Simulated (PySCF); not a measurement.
Level of theory: PySCF with PBE-D3(BJ)/def2-TZVP // B3LYP-D3(BJ)/def2-TZVP. Gas-phase values, no solvent. Excitations are Tamm–Dancoff values on a coarser integration grid. The basis has no diffuse functions, so Rydberg states are missing or too high.

Reference species (SMILES): `[Al]([F])([F])[F]` (neutral, multiplicity 1).

The HOMO is -9.62 eV and the LUMO is -2.42 eV. The T1 excitation (TDA) is 7.08 eV. The S1 oscillator strength comes out as 0.000.

After one change: the HOMO increases by 3.00 eV; the LUMO increases by 1.36 eV; the T1 excitation (TDA) decreases by 1.73 eV; the S1 oscillator strength hardly moves.

**Question.** Name the change that produced these shifts. The new species is one of these.
(A) `[CH3][Al]([CH3])[F]`
(B) `[CH3][Al]([F])[F]`
(C) `[CH3][Al]([CH3])[CH3]`

**Answer.** A, `[CH3][Al]([CH3])[F]`
